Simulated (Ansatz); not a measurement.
```yaml
crystal:
  periodic: [false, false, false]
  atoms:
    - {symbol: F, position_ang: [-1.139088, -0.028588, 1.061921]}
    - {symbol: Si, position_ang: [0.081286, 0.989094, 0.768890]}
    - {symbol: S, position_ang: [0.995913, -0.000939, -0.911699]}
    - {symbol: H, position_ang: [0.117389, -1.019866, -0.939412]}
basis:
  gaussian: {orbitals: STO-3G}
hamiltonian: {xc: {name: HSE06}}
correlation: {method: rpa}
accuracy: high
outputs: {forces: true}
```

```sh
$ ansatz run in.yaml --threads 2 --pin off --events-out ev --progress --plain --max-ram 20480MiB --backend cpu
```

Problem. How does Ansatz answer? (Estimate.)

Solution. Ansatz gave: The input was rejected before any iteration.
```
Error: YAML parse error: error: line 13 column 1: unknown field `outputs`, expected one of crystal, accuracy, basis, kpoints, hamiltonian, magnetization, projection, total_charge, correlation, batch, efield, external_charges, scf, relax, neb, saddle, md, ramp, phonons, dielectric, real_time, elastic, magnetic_configurations, gw, evaluate, workflow, output, checkpoint, execution
11 | correlation: {method: rpa}
12 | accuracy: high
13 | outputs: {forces: true}
```

HSE06 is defined as in plane-wave codes.
